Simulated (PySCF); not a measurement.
# SiCl: the SCF solver's settings

Do solver options change the result for SiCl, or only the number of cycles?

Program: PySCF 2.14.0. Level of theory: each script names its method and basis. These are calculated values, not measurements.

1 further run of the same task is left out (it didn't finish).

**1. The starting structure**

SiCl: 2 atoms, charge 0, spin multiplicity 2.

Bond lengths: Si1–Cl2 1.877 Å.

**2. The base run**

input.py

```python
from pyscf import gto, scf

mol = gto.M(
    atom='Si 0 0 0; Cl 0 0 1.877',
    basis='jorge-dzp',
    charge=0,
    spin=1,
    verbose=4,
)
mf = scf.UHF(mol)
mf.kernel()
mf.dip_moment()
print('orbital energies (hartree):', [e[max(0, n-3):n+3].round(4) for e, n in zip(mf.mo_energy, mol.nelec)])
```

On the command line:

```
OMP_NUM_THREADS=1 python input.py
```

The log of this run is left out.

In short: E(SCF) = -748.405816 Eh, 11 cycles, ⟨S²⟩ = 0.768, μ = 0.14 D.

The bond length is a typed value, not an optimised one.

**3. Initial guess huckel**

Variant 1 changes initial guess: minao → huckel.

input.py

```python
from pyscf import gto, scf

mol = gto.M(
    atom='Si 0 0 0; Cl 0 0 1.877',
    basis='jorge-dzp',
    charge=0,
    spin=1,
    verbose=4,
)
mf = scf.UHF(mol)
mf.init_guess = 'huckel'
mf.kernel()
mf.dip_moment()
print('orbital energies (hartree):', [e[max(0, n-3):n+3].round(4) for e, n in zip(mf.mo_energy, mol.nelec)])
```

On the command line:

```
OMP_NUM_THREADS=1 python input.py
```

**4. Cycle limit 200**

Variant 2 changes cycle limit: 50 → 200.

input.py, as its differences from that of step 2:

```diff
@@ -10,2 +10,3 @@
 mf = scf.UHF(mol)
+mf.max_cycle = 200
 mf.kernel()
```

**5. Convergence threshold 1e-11 hartree**

Variant 3 changes convergence threshold: default → 1e-11 hartree.

input.py, as its differences from that of step 2:

```diff
@@ -10,2 +10,3 @@
 mf = scf.UHF(mol)
+mf.conv_tol = 1e-11
 mf.kernel()
```

**6. Initial guess sap**

Variant 4 changes initial guess: minao → sap.

input.py, as its differences from that of step 2:

```diff
@@ -10,2 +10,3 @@
 mf = scf.UHF(mol)
+mf.init_guess = 'sap'
 mf.kernel()
```

**7. Convergence threshold 1e-05 hartree**

Variant 5 changes convergence threshold: default → 1e-05 hartree.

input.py, as its differences from that of step 2:

```diff
@@ -10,2 +10,3 @@
 mf = scf.UHF(mol)
+mf.conv_tol = 1e-05
 mf.kernel()
```

**8. Second-order solver on**

Variant 6 changes second-order solver: off → on.

input.py, as its differences from that of step 2:

```diff
@@ -10,2 +10,3 @@
 mf = scf.UHF(mol)
+mf = mf.newton()
 mf.kernel()
```

What does the calculation give? Wanted: for each run, E(SCF); from base; gap, α spin; SCF dipole.

The runs gave:

```tsv
run	E(SCF) (hartree)	from base (eV)	cycles	gap, α spin (eV)	SCF dipole (D)
base	-748.405816	0	11	7.90	0.14
initial guess huckel	-748.405816	0.0000	10	7.90	0.14
cycle limit 200	-748.405816	0.0000	11	7.90	0.14
convergence threshold 1e-11 hartree	-748.405816	0.0000	13	7.90	0.14
initial guess sap	-748.405816	0.0000	11	7.90	0.14
convergence threshold 1e-05 hartree	-748.405816	0.0000	7	7.90	0.14
second-order solver on	-748.405816	0.0000	2 macro	7.90	0.14
```

Distance from each run's final energy (log10 hartree) by cycle:

```tsv
run	cycle 1	cycle 2	cycle 3	cycle 5	cycle 8	cycle 12
base	-1.6	-2.4	-3.1	-4.5	-7.4	done
initial guess huckel	-1.7	-2.6	-3.6	-5.0	-8.0	done
cycle limit 200	-1.6	-2.4	-3.1	-4.5	-7.4	done
convergence threshold 1e-11 hartree	-1.6	-2.4	-3.1	-4.5	-7.4	< -11
initial guess sap	-1.7	-2.5	-3.1	-4.5	-7.3	done
convergence threshold 1e-05 hartree	-1.6	-2.4	-3.1	-4.5	done	done
```

What this shows: With initial guess huckel or cycle limit 200 or convergence threshold 1e-11 hartree or initial guess sap or convergence threshold 1e-05 hartree or second-order solver on the SCF ends at the base energy. With initial guess huckel, cycle limit 200, initial guess sap the path hardly changes: 10 to 11 cycles against 11.
